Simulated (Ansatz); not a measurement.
Cartesian coordinates (Å):
```xyz
5

Si     0.0000     0.0000     0.0000
H     -0.5065     1.3890     0.1357
H      1.1457    -0.0190    -0.9442
H     -1.0831    -0.8733    -0.5184
H      0.4439    -0.4967     1.3269
```
Charge +1, spin multiplicity 2.

Method: frozen-core CCSD(T)/cc-pVTZ // PBE0-D3(BJ)/def2-TZVP run with Ansatz (a quantum-chemistry and plane-wave program). The geometry is that of the parent before the electron was removed.

| Property | Value |
|---|---|
| HF energy | -290.81788 Ha |
| MP2 correlation energy | -0.11490 Ha |

Question: Estimate the CCSD correlation energy, the (T) correction, the total energy and the T1 diagnostic.

Answer: 
```yaml
CCSD correlation energy: -0.14618 Ha
"(T) correction": -0.00376 Ha
CCSD(T) total energy: -290.96783 Ha
T1 diagnostic: 0.023
```
